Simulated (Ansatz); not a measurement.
System: CsCl-type TlBr. Method: PBEsol (Ansatz, a program for electronic structure, PAW).

Numerical settings: plane-wave cutoff 500 eV, 8×8×8 k mesh, gaussian smearing 0.02 eV, scalar-relativistic PAW data made under PBE.

Computed at the level's own relaxed cell.

Q: What does this level give for the volume per atom, lattice constant a and band gap?

A: 
- volume per atom = 29.99 Å³/atom
- lattice constant a = 3.914 Å
- band gap = 1.59 eV (on the SCF k mesh)

Measured, for comparison: band gap 2.68 eV (temperature not stated, no zero-point or thermal correction, detector crystals, literature values; as tabulated in Piasecki et al. (2022), doi:10.1039/d1ma01259b); equilibrium volume per atom 31.62 Å³/atom, lattice constant a 3.984 Å (temperature not stated, no zero-point or thermal correction; as tabulated in Du and Singh (2010), arXiv:1001.5458). Computed (rounded) less measured: equilibrium volume per atom -5.2 %, lattice constant a -1.8 %. A static lattice is as a rule a little smaller and stiffer than an uncorrected measurement, which narrows the difference in the lattice constant a and would widen misses of the other sign.

Spin–orbit coupling is not included; with these elements it can move the gap by several tenths of an eV or more.

Computed values are for the static lattice.
